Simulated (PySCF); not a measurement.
A search over the determinants of C₂⁻

Unrestricted PBE0; PySCF, no relativity, basis sets C aug-cc-pVDZ. Outer shells of the fragments: C 2s2 2p2; C− 2s2 2p3.

Followed along the bond (rough minima from three points):

```tsv
2Ms+1	unpaired	⟨S²⟩ at the start	R at minimum (Å)	Te (eV)
2	σ ↑	0.76	1.27	0.00
2	π ↑	0.75	1.32	0.28
```

Solutions found at the starting distance of 1.520 Å, counted from the lowest of them; the search is not exhaustive and high or unbound solutions are not listed, so other states can lie among these:

```json
{"2Ms+1": "2", "unpaired": "π ↑", "term": "²Π", "E (eV)": "0.00", "⟨S²⟩": "0.75", "⟨Lz²⟩": "1.01"}
{"2Ms+1": "2", "unpaired": "σ ↑", "term": "²Σ⁺", "E (eV)": "0.22", "⟨S²⟩": "0.76", "⟨Lz²⟩": "0.00"}
```

A term symbol is given only where ⟨S²⟩ and ⟨Lz²⟩ are close to those of a pure state; real π, δ and φ orbitals otherwise mix terms, and g/u labels are left off.

Q: Compare the gap between the two lowest followed solutions at the starting distance with the gap between their minima.

A: At PBE0 the second solution (doublet, unpaired electrons π ↑) lies -0.22 eV from the first (doublet, unpaired electrons σ ↑) at 1.520 Å and +0.28 eV at the minima; the two curves relax by different amounts, since their minima lie near 1.32 and 1.27 Å.
